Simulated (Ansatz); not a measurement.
A nudged elastic band was laid between two geometries of C3H6FNO (12 atoms, charge 0, multiplicity 1).

All numbers below come from Ansatz 0.2.0, RKS B3LYP-D4/def2-SVP.

- movable images: 7
- climbing image: yes
- spring: 5.0 eV/Å²
- optimiser: quadratic models (default)
- start path: IDPP
- force threshold: 0.03 eV/Å
- iteration limit: 60
- end points: relaxed

Initial state:

```xyz
12
Properties=species:S:1:pos:R:3
C -0.020 -1.618 1.051
C 0.348 -0.544 0.052
O -0.612 0.519 0.175
C -0.443 1.561 -0.618
N 0.473 1.712 -1.466
F -1.417 2.444 -0.370
H 0.698 -2.450 0.985
H -1.028 -2.013 0.853
H 0.000 -1.224 2.079
H 1.354 -0.132 0.232
H 0.333 -0.914 -0.986
H 0.389 2.603 -1.954
```

Final state:

```xyz
12
Properties=species:S:1:pos:R:3
C 0.031 -1.546 0.968
C 0.321 -0.415 0.006
O -0.674 0.594 0.195
C -0.603 1.688 -0.569
N 0.195 2.039 -1.473
F -1.608 2.479 -0.224
H 0.783 -2.342 0.851
H -0.964 -1.975 0.777
H 0.060 -1.189 2.009
H 1.319 0.022 0.189
H 0.291 -0.763 -1.042
H 0.925 1.353 -1.652
```

Q: Which bonds break or form, and what moves?

A: No bond is made or broken. The dihedral F6–C4–N5–H12 changes from 0 to -180° by way of a nearly straight angle C4–N5–H12 (up to 176°), not by a turn about the bond.

Q: Give the energies along the band, and the barrier.

A: The forces met the threshold. The highest image is number 4 of 0 to 8, 82.0 kJ/mol above the first end and 64.9 kJ/mol above the last; the last end lies 17.1 kJ/mol above the first. A vibrational analysis at the climbing image gives one clearly imaginary mode, 886i cm⁻¹: a first-order saddle point.

```json
{"image": "0", "path coordinate (Å)": "0.00", "energy (kJ/mol)": "0.0", "angle C4–N5–H12 (°)": "112"}
{"image": "1", "path coordinate (Å)": "0.27", "energy (kJ/mol)": "3.1", "angle C4–N5–H12 (°)": "116"}
{"image": "2", "path coordinate (Å)": "0.55", "energy (kJ/mol)": "22.2", "angle C4–N5–H12 (°)": "131"}
{"image": "3", "path coordinate (Å)": "0.82", "energy (kJ/mol)": "58.9", "angle C4–N5–H12 (°)": "153"}
{"image": "4", "path coordinate (Å)": "1.09", "energy (kJ/mol)": "82.0", "angle C4–N5–H12 (°)": "176"}
{"image": "5", "path coordinate (Å)": "1.35", "energy (kJ/mol)": "62.7", "angle C4–N5–H12 (°)": "150"}
{"image": "6", "path coordinate (Å)": "1.61", "energy (kJ/mol)": "33.5", "angle C4–N5–H12 (°)": "128"}
{"image": "7", "path coordinate (Å)": "1.87", "energy (kJ/mol)": "20.0", "angle C4–N5–H12 (°)": "117"}
{"image": "8", "path coordinate (Å)": "2.13", "energy (kJ/mol)": "17.1", "angle C4–N5–H12 (°)": "113"}
```

Q: What is the geometry of the highest image?

A: 
```xyz
12
Properties=species:S:1:pos:R:3
C 0.092 -1.559 1.073
C 0.351 -0.436 0.091
O -0.705 0.517 0.220
C -0.662 1.557 -0.628
N 0.129 1.817 -1.513
F -1.734 2.319 -0.314
H 0.894 -2.311 1.005
H -0.867 -2.054 0.857
H 0.059 -1.178 2.105
H 1.315 0.065 0.288
H 0.384 -0.800 -0.950
H 0.820 2.007 -2.200
```

Q: What are the harmonic wavenumbers there?

A: 886i, 65, 146, 203, 270, 339, 380, 542, 654, 728, 814, 904, 994, 1110, 1139, 1177, 1227, 1290, 1379, 1420, 1456, 1474, 1503, 1964, 3028, 3042, 3073, 3130, 3133, 3942 cm⁻¹.

The run took 5.1 min on 2 threads of Arm Neoverse V1 (shared host), peak memory 0.26 GiB.
